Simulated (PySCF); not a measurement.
Species: P2F4.
Numbering: `[F:1][P:2]([F:3])[P:4]([F:5])[F:6]`

Cartesian coordinates in Å at the PBE0-D3(BJ)/def2-SVP level; atoms count from 1:
```
atom  x, y, z in Å
F1    -1.2392   -0.9777   -1.2851
P2    -0.4832   -1.0245    0.1423
F3    -1.6778   -0.4622    1.0728
P4     0.4869    1.0139   -0.1409
F5     1.2808    0.9761    1.2645
F6     1.6558    0.4444   -1.0992
```

The closed-shell ground state was solved at several levels (PySCF, density fitting, gas phase, non-relativistic).

```
            level  basis functions  total energy (Eh)  HOMO (eV)  LUMO (eV)  gap (eV)  dipole (D)
     KT3/pcSseg-2              230         -1092.1509      -6.36      -2.80      3.56        0.04
   B97-D/pcSseg-2              230         -1082.2104      -6.25      -2.61      3.64        0.04
mPW1PW91/pcSseg-2              230         -1082.3309      -7.52      -1.89      5.63        0.05
   B3LYP/pcSseg-2              230         -1082.4452      -7.29      -2.10      5.19        0.05
     KT2/pcSseg-2              230         -1093.1425      -6.34      -2.90      3.44        0.04
```

Task: Estimate the row for PBE0/pcSseg-2, a basis of 230 functions; the other rows only guide the guess.

Result: Total energy -1081.7664 Eh, HOMO -7.49 eV, LUMO -1.89 eV, gap 5.60 eV, dipole 0.05 D.

Task: Over all these levels, which gives the widest orbital gap and which the narrowest?

Result: mPW1PW91/pcSseg-2 (global hybrid, 25 % exact exchange) has the widest, 5.63 eV, and KT2/pcSseg-2 (GGA) the narrowest, 3.44 eV. From the narrowest to the widest the HOMO moves by -1.18 eV and the LUMO by +1.01 eV.

Task: In the pcSseg-2 basis, how does the gap go with the fixed share of exact exchange?

Result: KT2 (0 %) 3.44 eV; KT3 (0 %) 3.56 eV; B97-D (0 %) 3.64 eV; B3LYP (20 %) 5.19 eV; PBE0 (25 %) 5.60 eV; mPW1PW91 (25 %) 5.63 eV. Each rise in the share widens the gap here.

Task: How far do the dipole and the HOMO energy spread over the levels?

Result: The dipole runs from 0.04 to 0.05 D (mean 0.04 D) and the HOMO from -7.52 to -6.25 eV.

One conformer stands for the species.

Note: B97-D ran without an empirical dispersion term, which enters the total energy and its gradient alone.
